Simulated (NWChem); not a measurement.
**Correlation energy of pyrrole (C₄H₅N)**

```xyz
10

C     -0.7108     0.0000     0.9829
C      0.7108     0.0000     0.9829
C      1.1192     0.0000    -0.3342
N      0.0000     0.0000    -1.1172
C     -1.1192     0.0000    -0.3342
H     -1.3652     0.0000     1.8525
H      1.3652     0.0000     1.8525
H      2.1156     0.0000    -0.7708
H      0.0000     0.0000    -2.1269
H     -2.1156     0.0000    -0.7708
```
Charge 0, spin multiplicity 1.

Everything below was run with NWChem. Structure: optimised with PBE0/def2-SVP, a minimum by its harmonic frequencies.

Basis set: cc-pVDZ. Each correlation energy counts from its own Hartree-Fock reference.

The correlated methods keep 5 core orbitals frozen. Coupled-cluster values serve here as a point of comparison, not as the truth.

```tsv
method	correlation energy (mHa)
CR-CCSD[T]	(withheld)
SCS-MP2	(withheld)
CCSD+T(CCSD)	-757.1
MP2	-697.1
CCSD	-727.0
CCSD(T)	(withheld)
CR-CCSD(T)	(withheld)
RI-MP2	-697.0
```

**Question.** What belongs in the gaps?

**Answer.** 
- CR-CCSD[T], correlation energy (mHa): -748.1
- SCS-MP2, correlation energy (mHa): -677.2
- CCSD(T), correlation energy (mHa): -756.4
- CR-CCSD(T), correlation energy (mHa): -747.6
